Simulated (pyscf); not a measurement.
PH₃ + HO–GaH₂ → HO–GaH–PH₂ + hydrogen (H₂), a four-centre exchange (singlet surface; H–P, Ga–H broken, Ga–P, H–H formed). Optimised with ωB97X-D3(BJ)/def2-SVP in PySCF. Energies in kcal/mol from the separated reactants.

GFN2-xTB: tblite. 

Problem. In single points GFN2-xTB puts the saddle at 19.2 kcal/mol and the reaction energy at -1.5 kcal/mol. Should these be trusted to within a few kcal/mol? Compare with ωB97M-D3(BJ)/def2-TZVP.

Solution. ωB97M-D3(BJ)/def2-TZVP gives ΔE‡ = 37.0 kcal/mol and ΔE = -4.9 kcal/mol. GFN2-xTB lies 17.9 kcal/mol under it in the barrier and 3.4 kcal/mol over it in the reaction energy, so on this step it does not hold to within 3.0 kcal/mol. ωB97M-D3(BJ)/def2-TZVP has limits of its own. On the reactant side the descent ends in an adduct with a Ga–P contact, 13.2 kcal/mol under the separated species and 45.0 kcal/mol under the saddle at ωB97X-D3(BJ)/def2-TZVP. What is counted as formed (Ga–P) is already present as a longer contact in the reactant adduct; forming that adduct is a step of its own. At ωB97X-D3(BJ)/def2-TZVP the barrier from the zero used here is 31.8 kcal/mol. This is the saddle that the search found; another between the same sides may lie lower. In the def2 sets elements up to Kr have no core potential.
